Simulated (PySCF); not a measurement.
# Mass spectrum arithmetic for `C[CH]C(C)=S`

Species: `C[CH]C(C)=S` [radical].

Calculated from tabulated atomic weights, isotope masses and abundances; no fragmentation.

Task: Molar mass and exact mass?

Result: For C4H7S, with standard atomic weights, 4 × 12.011 + 1 × 32.060 + 7 × 1.008 = 87.160 g/mol. From the most abundant isotopes (12C, 32S, 1H), 4 × 12.000000 + 1 × 31.972071 + 7 × 1.007825 = 87.0268 u.

Task: Give the isotope pattern of the singly charged cation M+, merging species of the same nominal mass.

Result: 
```
nominal mass  m/z (centroid)  relative intensity
          87         87.0263               100.0
          88         88.0291                 5.2
          89         89.0223                 4.6
          90         90.0256                 0.2
```

Cut off at 0.1 %. One electron mass, 0.00055 u, is taken off.

Task: Which singly substituted isotopologues are there?

Result: Intensity in % of the monoisotopic species:

```
isotope  mass shift (u)      m/z  intensity (%)
    33S        +0.99939  88.0257           0.80
    13C        +1.00335  88.0297           4.33
     2H        +1.00628  88.0326           0.08
    34S        +1.99580  89.0221           4.52
    36S        +3.99501  91.0213           0.02
```

Species under 0.02 % are left out.

Task: What share of all molecules is the monoisotopic species?

Result: 0.9893^4 × 0.9493 × 0.999885^7 = 90.86 %.

Task: Count the protons, neutrons and electrons of the monoisotopic species, and give its exact less its nominal mass.

Result: 47 protons, 40 neutrons and 47 electrons; 87.0268 − 87 = +0.0268 u.
